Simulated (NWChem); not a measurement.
# SiF2 (SMILES F[Si]F): UPBE0-D3(BJ)/cc-pVDZ-DK (DKH2)

Aim: the energy difference between two shapes of SiF2 at UPBE0-D3(BJ)/cc-pVDZ-DK (DKH2), from 2 runs. 

Program for the calculation: NWChem 7.3.0.

2 further runs of the same task are left out: 2 set aside as unsound or not needed.

## (1) The system as given

SiF2: 3 atoms, total charge 0, spin state singlet. SMILES: `F[Si]F`. The shape is that of a GFN2-xTB optimisation.

Bond lengths: Si1–F2 1.617 Å, Si1–F3 1.616 Å. Angles: F2–Si1–F3 92.6°.

## (2) Energy and gradient at UPBE0-D3(BJ)/cc-pVDZ-DK (DKH2)

a.nw

```
start a
memory total 2200 mb
geometry noautosym nocenter noautoz
   Si     0.004220    -0.007680    -0.744810
   F      1.165930    -0.017340     0.380560
   F     -1.170150     0.025020     0.364240
end
basis "ao basis" spherical bse
   * library cc-pVDZ-DK
end
relativistic
   douglas-kroll dkh
end
dft
   xc pbe0
   odft
   disp vdw 4
   grid coarse
   mulliken
end
task dft gradient
```

Launch:

```bash
nwchem a.nw > a.out
```

Standard output (excerpt; [...] marks lines left out):

```text
[...]
          Wavefunction type:  spin polarized.
          No. of atoms     :     3
          No. of electrons :    32
[...]
          Charge           :     0
          Spin multiplicity:     1
[...]
          AO basis - number of functions:    46
[...]
              XC Information
              --------------
                         PBE0 Method XC Functional
                     Hartree-Fock (Exact) Exchange  0.250
          PerdewBurkeErnzerhof Exchange Functional  0.750
            Perdew 1991 LDA Correlation Functional  1.000 local
           PerdewBurkeErnz. Correlation Functional  1.000 non-local
[...]
 d= 0,ls=0.0,diis     1   -489.6398543059 -5.90D+02  1.29D-02  1.90D-01     2.5
[...]
 d= 0,ls=0.0,diis     6   -489.7274161728 -7.67D-08  8.00D-06  8.90D-07     7.7
[...]
         Total DFT energy =     -489.727416172799
      One electron energy =     -881.873193006862
           Coulomb energy =      333.003135044341
    Exchange-Corr. energy =      -41.694692456839
 Nuclear repulsion energy =      100.838236430992
    Dispersion correction =       -0.000902184431
[...]
      Total Density - Mulliken Population Analysis
     ---------------------------------------------
    Atom       Charge   Shell Charges
 -----------   ------   -------------------------------------------------------
    1 Si  14    13.38   2.00  2.02  0.98  0.80  6.01  0.90  0.34  0.33
    2 F    9     9.31   2.01  0.90  1.01  3.33  2.07  0.00
    3 F    9     9.31   2.01  0.90  1.01  3.33  2.07  0.00
[...]
      <S2> =      0.0000 (Exact =     0.0000)
[...]
  wavefunction    = open shell
[...]
                         DFT ENERGY GRADIENTS
    atom               coordinates                        gradient
                 x          y          z           x          y          z
   1 Si      0.007975  -0.014513  -1.407487   -0.001017   0.000207   0.018435
   2 F       2.203288  -0.032768   0.719154   -0.027898   0.000416  -0.008979
   3 F      -2.211263   0.047281   0.688314    0.028915  -0.000623  -0.009456
[...]
```

Run time: 14 s. Hardware: 1 thread of Intel Xeon at 2.80GHz (Skylake/Cascade Lake), shared host; peak memory 0.12 GiB.

## (3) The distorted shape, same level

mol.nw

```
start mol
memory total 2200 mb
charge 0

geometry units angstrom noautosym nocenter noautoz
   Si   -0.068143    0.033382   -0.731923
   F     1.190939   -0.006315    0.354981
   F    -1.212763   -0.011605    0.317598
end

basis "ao basis" spherical bse
   * library cc-pVDZ-DK
end

relativistic
   douglas-kroll dkh
end

dft
   xc pbe0
   odft
   disp vdw 4
   grid coarse
   mulliken
end

task dft gradient
```

Launch:

```bash
nwchem mol.nw > mol.out
```

Standard output (excerpt; [...] marks lines left out):

```text
[...]
          Wavefunction type:  spin polarized.
          No. of atoms     :     3
          No. of electrons :    32
[...]
          Charge           :     0
          Spin multiplicity:     1
[...]
          AO basis - number of functions:    46
[...]
              XC Information
              --------------
                         PBE0 Method XC Functional
                     Hartree-Fock (Exact) Exchange  0.250
          PerdewBurkeErnzerhof Exchange Functional  0.750
            Perdew 1991 LDA Correlation Functional  1.000 local
           PerdewBurkeErnz. Correlation Functional  1.000 non-local
[...]
 d= 0,ls=0.0,diis     1   -489.6397859261 -5.90D+02  1.27D-02  1.85D-01     2.5
[...]
 d= 0,ls=0.0,diis     7   -489.7245084974 -2.18D-08  6.17D-07  7.04D-10     8.8
[...]
         Total DFT energy =     -489.724508497377
      One electron energy =     -881.729831812642
           Coulomb energy =      332.884076090272
    Exchange-Corr. energy =      -41.699965569226
 Nuclear repulsion energy =      100.822113461458
    Dispersion correction =       -0.000900667239
[...]
      Total Density - Mulliken Population Analysis
     ---------------------------------------------
    Atom       Charge   Shell Charges
 -----------   ------   -------------------------------------------------------
    1 Si  14    13.38   2.00  2.02  0.98  0.80  6.01  0.90  0.34  0.34
    2 F    9     9.34   2.01  0.90  1.02  3.32  2.10  0.00
    3 F    9     9.28   2.01  0.90  1.00  3.34  2.03  0.00
[...]
      <S2> =     -0.0000 (Exact =     0.0000)
[...]
  wavefunction    = open shell
[...]
                         DFT ENERGY GRADIENTS
    atom               coordinates                        gradient
                 x          y          z           x          y          z
   1 Si     -0.128772   0.063083  -1.383134   -0.058500  -0.001763   0.040161
   2 F       2.250548  -0.011934   0.670817   -0.001054  -0.000257   0.006387
   3 F      -2.291790  -0.021930   0.600173    0.059554   0.002020  -0.046548
[...]
```

Wall time 15 s (1 thread of Intel Xeon at 2.80GHz (Skylake/Cascade Lake), shared host); peak memory 0.12 GiB.

## (4) Outcome

At UPBE0-D3(BJ)/cc-pVDZ-DK (DKH2):

| quantity | value |
| --- | --- |
| first shape: total energy | -489.72742 Eh |
| first shape: dipole moment | 1.60 D |
| first shape: HOMO energy | -8.46 eV |
| first shape: LUMO energy | -2.09 eV |
| first shape: HOMO–LUMO gap | 6.37 eV |
| first shape: dispersion energy | -2.37 kJ/mol |
| first shape: largest force on an atom | 1.565 eV/Å |
| distorted shape: total energy | -489.72451 Eh |
| distorted shape: dipole moment | 1.41 D |
| distorted shape: HOMO energy | -8.33 eV |
| distorted shape: LUMO energy | -2.04 eV |
| distorted shape: HOMO–LUMO gap | 6.29 eV |
| distorted shape: dispersion energy | -2.36 kJ/mol |
| distorted shape: largest force on an atom | 3.888 eV/Å |
| energy change with the atoms displaced | 0.079 eV |

In words: With the atoms displaced the energy rises by 0.08 eV (1.8 kcal/mol). The first shape isn't relaxed at this level, so the change isn't measured from a minimum. The largest force (first shape) is 1.56 eV/Å: the shape isn't a stationary point for this species at this level.
